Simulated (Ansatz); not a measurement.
# NbB₂: experiment and calculation

**Experimental background.**

From “Evidence of unconventional superconductivity in the Ni-doped NbB2 system”, 2018, arxiv:1810.09976, for a powder of NbB2: lattice constant a 3.1125 ± 0.0005 Å; lattice constant c 3.2653 ± 0.0004 Å.

The runs below are set against these values where they give the same quantity.

Level of theory: DFT r2SCAN, scalar-relativistic, plane waves, PAW (Ansatz).

Plane waves to 500 eV, a k mesh through Γ of 18×18×14 on the computed 3-atom cell and Gaussian smearing (0.10 eV); no spin polarisation.

Relaxed structure, symmetry kept:

```
Nb B
1.0
     3.10214    0.00000    0.00000
    -1.55107    2.68653    0.00000
     0.00000    0.00000    3.32344
Nb B
1 2
Direct
  0.00000 0.00000 0.00000
  0.33333 0.66667 0.50000
  0.66667 0.33333 0.50000
```

| Item | Value |
| --- | --- |
| Space group | P6/mmm (No. 191) |
| Volume per atom | 62.3 bohr³ |
| Formation energy from the elements' standard states (uncorrected) | -0.753 eV/atom |
| Generalised Kohn–Sham band gap | none (metal) |
| Density of states at the Fermi level | 0.99 states/eV per cell |
| Löwdin character within 0.5 eV of the Fermi level | Nb 4d 73 %, B 2p 23 % |
| Bulk modulus | 294 GPa |
| Its pressure derivative | 4.0 |
| Bader charges (e) | Nb (1 in the cell) 1.41, B (2 in the cell) -0.71 |

Measured lattice constant a of NbB2: 3.1125 Å (powder; the paper above). This calculation gives 3.102 Å (-0.3 %). 3 values of this kind are on record (3.1024 to 3.1125 Å); this one was drawn at random among those near their median, those with a stated uncertainty first. A measured lattice constant c of NbB2 is 3.2653 Å (powder; the paper above); the calculated 3.323 Å misses it by +1.8 %. 2 values of this kind are on record (3.2653 to 3.267 Å); this one was drawn at random, those with a stated uncertainty first. 1 more, off the median of the measured values, is set aside. The calculation is for 0 K without zero-point motion.

Cost: 9 runs of about 7.6 core-minutes in all, on Arm Neoverse V1 (shared hosts).